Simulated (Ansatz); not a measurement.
**BNHS (doublet): wave-function methods side by side, def2-QZVPP**

One table from this session's results is given with a row withheld; the runs are named, their logs left out.

Method: def2-QZVPP, core rule «outside noble gas», up to 7 orbitals frozen; program: Ansatz 0.2.0, Gaussian basis.

To be run: UHF; ROHF; CCSD(T) on UHF.

2 further runs of the same task are left out: 2 set aside as unsound or not needed.

## The geometry

The geometry is a PBE0/def2-TZVP stationary point (not a proven minimum).

4 atoms, charge 0, spin multiplicity 2.

Atoms are counted from 1 here; the program's logs count them from 0.

Bond lengths: B1–N2 1.256 Å, B1–H4 1.170 Å, N2–S3 1.585 Å. Angles: N2–B1–H4 180.0°, B1–N2–S3 180.0°.

The first run:

The input, in.yaml:

```yaml
crystal:
  periodic: [false, false, false]
  atoms:
    - {symbol: B, position_ang: [0.000000, 0.000000, 0.731700]}
    - {symbol: N, position_ang: [0.000000, 0.000000, -0.524000]}
    - {symbol: S, position_ang: [0.000000, 0.000000, -2.109200]}
    - {symbol: H, position_ang: [0.000000, 0.000000, 1.901500]}
basis:
  gaussian: {orbitals: "def2-QZVPP.json"}
magnetization: {spin_polarized: true, initial_magnetization: 1}
hamiltonian: {xc: hf}
output: {orbitals: {seedname: orbitals}}
```

The run is started by

```
$ ansatz run in.yaml --threads 1 --pin off --events-out ev --progress --plain --max-ram 2393MiB
```

Steps of the session up to this table: UHF; ROHF; CCSD(T) on UHF.

One of the session's tables, all rows but one given; the rest of the session is left out.

| method | from UCCSD(T) (meV) |
| --- | --- |
| ROHF | +14181.1 |
| UHF | +14003.1 |
| UMP2 | +1243.6 |
| UCCSD | ? |
| UCCSD(T) | 0 |

Q: Estimate the row for UCCSD from the others.

**Answer.** from UCCSD(T) (meV): +719.7. In the column «from UCCSD(T) (meV)» it lies between UCCSD(T) (0) and UMP2 (+1243.6).
